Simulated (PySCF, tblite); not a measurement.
**A complex of alane and fluoride**

A gas-phase complex of alane and fluoride; charge -1, singlet. The structure comes from a short search (6 tight-binding starts) and was relaxed by PBE0-D3(BJ)/def2-TZVPD; another way of binding may lie lower. Frequencies by PBE0-D3(BJ)/def2-TZVPD show no clear imaginary mode.

Parts: 1 = alane ([AlH3]), atoms 1–4; 2 = fluoride ([F-]), atoms 5, charge -1.

```xyz
5

Al    0.344    0.124   -0.313
H    -0.730   -0.153   -1.525
H    -0.224    1.286    0.699
H     0.643   -1.262    0.514
F     1.821    0.677   -1.004
```
Atom numbers follow the order of the file, from 1.

Contacts between parts, classed by geometry: Al1···F5 1.722 Å (bond).

The parts are joined by the bond Al1–F5, so these are energies of forming such bonds; deforming the relaxed parts to their shape in the adduct costs 17.0 kcal/mol, which the interaction energies leave out.

Interaction energies are complex less parts, with the parts frozen as they stand in it; counterpoise-corrected, in kcal/mol (PySCF). The CCSD(T) estimate is Hartree-Fock/aug-cc-pVQZ, plus the MP2 correlation part extrapolated as X⁻³ from aug-cc-pVTZ and aug-cc-pVQZ, plus CCSD(T) less MP2 in aug-cc-pVDZ; noble-gas cores are frozen. It isn't the exact limit.

```csv
level,interaction,superposition error removed
Hartree-Fock/aug-cc-pVQZ,-113.34,-
wB97M-D3(BJ)/def2-TZVPD,-105.64,-0.13
PBE0-D3(BJ)/def2-TZVPD,-106.47,-0.15
MP2/aug-cc-pVQZ,-107.34,-0.67
```

(1) What does CCSD(T) at its estimated basis limit give, and which of these levels comes nearest?

(2) What holds them together? Decompose the wB97M-D3(BJ)/def2-TZVPD energy: frozen parts, their antisymmetrised product, then relaxation.

The parts were also relaxed and run alone, at the levels used for the complex: shieldings by PBE0/aug-pcSseg-2; core levels by delta-SCF with SCAN, aug-pcX-2 on the ionised atom and aug-pcseg-1 elsewhere, spin-free X2C (2p3/2 is the spin-free 2p value less a third of a first-order spin-orbit splitting).

Values alone: shielding of Al1 (ppm): 277.5; shielding of F5 (ppm): 479.9; Al1 2p3/2 core level (eV): 81.02; F5 1s core level (eV): 680.05.

(3) What does binding change?

(4) What are the binding energy from relaxed parts (wB97M-D3(BJ)/def2-TZVPD), and ΔH and ΔG of association at 298.15 K and 1 atm?

Answers

(1) -107.88 kcal/mol. MP2/aug-cc-pVQZ is nearest, off by +0.54; the errors are Hartree-Fock/aug-cc-pVQZ -5.46, wB97M-D3(BJ)/def2-TZVPD +2.24, PBE0-D3(BJ)/def2-TZVPD +1.41, MP2/aug-cc-pVQZ +0.54.

(2) electrostatic -140.7, Pauli repulsion +101.5, orbital relaxation -66.1, dispersion correction -0.5 kcal/mol, which sum to the value before the counterpoise correction; the Pauli term holds the exchange-correlation of the frozen density too. Of the attraction, 68 % is electrostatic, 32 % is orbital relaxation, 0 % is dispersion correction.

(3) 
```csv
property,alone,in the complex,change
shielding of Al1 (ppm),277.5,449.9,+172.4
shielding of F5 (ppm),479.9,404.1,-75.8
Al1 2p3/2 core level (eV),81.02,74.08,-6.93
F5 1s core level (eV),680.05,685.40,+5.35
```

(4) -88.69 kcal/mol, -87.11 with zero-point energy; ΔH -88.3 and ΔG -80.6 kcal/mol, from harmonic vibrations by PBE0-D3(BJ)/def2-TZVPD with low modes damped.
